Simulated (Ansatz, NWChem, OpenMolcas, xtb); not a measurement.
## Ligand exchange: F2 + SiH3F → HF + SiH2F2

Species: F2 (fluorine), singlet; SiH3F `F[SiH3]`, singlet; HF, singlet; SiH2F2 `F[SiH2]F`, singlet. The partners trade F for H: F–F and Si–H bonds give way to F–H and Si–F.

Shapes, held fixed at every level: PBE0-D4/def2-TZVP. Programs: Ansatz 0.2.0, NWChem 7.3.0, OpenMolcas 26.06, xtb 6.7.1. A level may come from different programs for different species; with the same settings they agree closely. Electronic energies: no zero-point or thermal term.

| level | kind | ΔE (kJ/mol) |
| --- | --- | --- |
| GFN1-xTB | semi-empirical | -550.9 |
| HF/STO-3G | Hartree–Fock | -205.2 |
| HF/3-21G | Hartree–Fock | -563.8 |
| HF/def2-SVP | Hartree–Fock | -704.1 |
| PBE0/def2-SVP | global hybrid | -637.0 |
| B3LYP/6-31G* (spherical functions) | global hybrid | -605.6 |

B3LYP/6-31G* (spherical functions) gives ΔE = -605.6 kJ/mol; the levels span -704.1 to -205.2. The median of the levels is -584.7. No measured value is set beside it here. Rows in sets without polarisation functions are far from converged.
